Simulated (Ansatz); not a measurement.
The same path of C$_{3}$H$_{4}$FNS (10 atoms, charge 0, multiplicity 1) was run 3 times with different band settings. The coordinate that changes most is the dihedral F5–C4–S6–H10.

The calculation used RHF/def2-SVP in Ansatz 0.2.0.

Relaxed end points:

```xyz
10
Properties=species:S:1:pos:R:3
C -0.062 -1.594 1.209
N -0.628 -0.910 0.063
C -0.128 0.034 -0.484
C 0.363 1.083 -1.098
F 1.180 0.919 -2.140
S 0.044 2.722 -0.568
H 0.089 -2.639 0.945
H -0.783 -1.556 2.023
H 0.884 -1.160 1.537
H -0.875 3.050 -1.483
```

```xyz
10
Properties=species:S:1:pos:R:3
C -0.015 -1.483 1.261
N -0.640 -1.031 0.034
C -0.274 -0.087 -0.611
C 0.055 0.944 -1.350
F 0.941 0.794 -2.337
S -0.691 2.518 -1.162
H 0.302 -2.515 1.125
H -0.762 -1.465 2.053
H 0.841 -0.873 1.552
H 0.327 3.147 -0.562
```

Common settings: movable images 5; climbing image yes; spring 5.0 eV/Å²; optimiser quadratic models (default); start path IDPP; end points relaxed.

| run | force threshold | iteration limit |
| --- | --- | --- |
| 1 | 0.05 eV/Å | 60 |
| 2 | 0.05 eV/Å | 10 |
| 3 | 0.5 eV/Å | 60 |

Question: What does each run give, and how far can it be trusted?

Answer: Run 1: converged after 10 iterations, highest image 0.252 eV above the first end. A vibrational analysis at the climbing image gives one clearly imaginary mode, 352i cm⁻¹: a first-order saddle point.
Run 2: converged after 9 iterations, highest image 0.252 eV above the first end. Another band between the same ends (5 images) ends at a top of the same energy, where a vibrational analysis finds 1 clearly imaginary mode.
Run 3: converged after 5 iterations, highest image 0.259 eV above the first end. The threshold of 0.5 eV/Å is loose, so the images may lie well off the minimum-energy path. The order of the stationary point at the top wasn't checked.
